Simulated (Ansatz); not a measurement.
## Ruthenium (dhcp) across density functionals

All rows: Ansatz, plane waves with scalar-relativistic PAW, 420 eV (500 eV for the SCAN forms), relaxed under each functional, no dispersion correction, no zero-point motion. B₀ comes from uniform scaling at fixed shape; a dash is a value not given.

| functional | V (Å³/atom) | cell | B₀ (GPa) | magnetic state | ΔE to hcp (meV/atom) |
| --- | --- | --- | --- | --- | --- |
| PBE | 13.82 | a = 2.710 Å, c = 8.696 Å (c/a = 3.209) | 308 | non-magnetic | 81 |
| r²SCAN | 13.54 | a = 2.691 Å, c = 8.636 Å (c/a = 3.209) | 333 | non-magnetic | 89 |
| PBEsol | 13.38 | a = 2.680 Å, c = 8.606 Å (c/a = 3.211) | 342 | spin not included | 86 |
| LDA | 13.14 | a = 2.664 Å, c = 8.554 Å (c/a = 3.211) | 362 | spin not included | 88 |
| revPBE | 13.98 | a = 2.720 Å, c = 8.731 Å (c/a = 3.210) | 296 | spin not included | 84 |
| RPBE | 14.04 | a = 2.723 Å, c = 8.743 Å (c/a = 3.210) | 291 | spin not included | 83 |
| BLYP | 14.49 | a = 2.754 Å, c = 8.830 Å (c/a = 3.207) | 266 | spin not included | 76 |

LDA gives the smallest volume and BLYP the largest.
